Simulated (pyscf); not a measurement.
O=B–OH + H atom (H•) -> [HO–B–OH]•, gas phase, doublet surface. Single points on ωB97X-D3(BJ)/def2-SVP structures (PySCF, gas phase). MP2 and CC: frozen core, UHF for open shells. ΔMP2 is the change of the MP2 total energy from the triple- to the quadruple-zeta basis. ΔG in kcal/mol from CCSD(T)/def2-TZVPP + ΔMP2(QZVPP) energies (ideal gas, 1 atm, RRHO with modes under 100 cm⁻¹ raised to 100, one conformer, R ln 2 for chiral ones without a mode under 150 cm⁻¹).

| T (K) | ΔG |
|---|---|
| 298 | -14.1 |
| 600 | -6.6 |
| 900 | ? |
| 1200 | +8.8 |

Q: Fit a line to the three values, predict ΔG at 900 K, and estimate where the reaction turns unfavourable at 1 atm of each gas.

A: Least squares gives ΔG = -21.8 + 25.4 × T/1000 K, so ΔS is about -106 J/(mol K) and ΔH about -21.8 kcal/mol over this range (ΔH at 298 K: -21.0). At 900 K the line gives +1.1; the computed value is +1.0. ΔG = 0 falls near 860 K; 1 kcal/mol in the energy moves that by 39 K. This is thermodynamics alone and says nothing of the barrier. The CCSD(T) − MP2 part came from Ansatz, without density fitting, on the same reference.
